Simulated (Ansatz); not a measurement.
We consider bcc K, described by LDA in Ansatz (PAW).

Settings: plane-wave cutoff 500 eV, 20×20×20 k mesh, Fermi–Dirac smearing 0.1 eV, scalar-relativistic PAW data made under PBE.

Computed at the level's own relaxed cell.

Question: Predict the equilibrium volume per atom and equilibrium lattice constant a.

Answer: 
- equilibrium volume per atom = 64.38 Å³/atom
- equilibrium lattice constant a = 5.050 Å

Measured, for comparison: equilibrium volume per atom 70.79 Å³/atom, lattice constant a 5.212 Å (low-temperature or extrapolated to 0 K; zero-point anharmonic expansion removed; as tabulated in Csonka et al. (2009), arXiv:0903.4037). Computed (rounded) less measured: equilibrium volume per atom -9.1 %, lattice constant a -3.1 %.

The computed numbers hold no vibrational or temperature effects.

Ansatz is a first-principles code.
